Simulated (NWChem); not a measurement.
**[HO2]− (SMILES [O-]O): B3LYP/6-31G(d) (Cartesian functions)**

Wanted: energy and gradient of [HO2]−. 

The results are computed with NWChem 7.3.0.

4 further runs of the same task are left out: 4 set aside as unsound or not needed. Runs told in other sessions of the task aren't counted.

### Step 1. The system as given

The species is [HO2]− (3 atoms), meant as a singlet with charge -1. SMILES: `[O-]O`. The coordinates come from a PBE0-D4/def2-TZVPD relaxation.

Bond lengths: O1–O2 1.479 Å, O2–H3 0.961 Å. Angles: O1–O2–H3 100.1°.

### Step 2. Energy and forces at B3LYP/6-31G(d) (Cartesian functions)

File ho2.nw:

```
START ho2
memory total 2200 mb
charge -1

GEOMETRY units angstrom noautosym nocenter noautoz
  O       -0.357760       1.025590      -0.080830
  O       -0.242260      -0.445880      -0.180750
  H        0.600030      -0.579720       0.261570
END

BASIS cartesian
  O library 6-31G*
  H library 6-31G*
END

DFT
  xc b3lyp
  grid xfine
  convergence energy 1e-08
  maxiter 100
  mulliken
  print medium
END

TASK dft gradient
```

On the command line:

```bash
$ nwchem ho2.nw > ho2.out
```

Q: Predict the results. Wanted: total energy; HOMO energy; LUMO energy; HOMO–LUMO gap; largest force on an atom.

Computed results:

Level: B3LYP/6-31G* (Cartesian functions).

| quantity | value |
| --- | --- |
| total energy | -150.88607 Eh |
| HOMO energy | 3.94 eV |
| LUMO energy | 8.99 eV |
| HOMO–LUMO gap (to an unbound level, set by the basis) | 5.04 eV |
| largest force on an atom | 1.062 eV/Å |

**Reading.** The largest force is 1.06 eV/Å: the shape isn't a stationary point for this species at this level. The HOMO lies at positive energy, 3.94 eV, from the functional's self-interaction, a short basis or an electron that isn't bound; only total energies against the neutral tell.
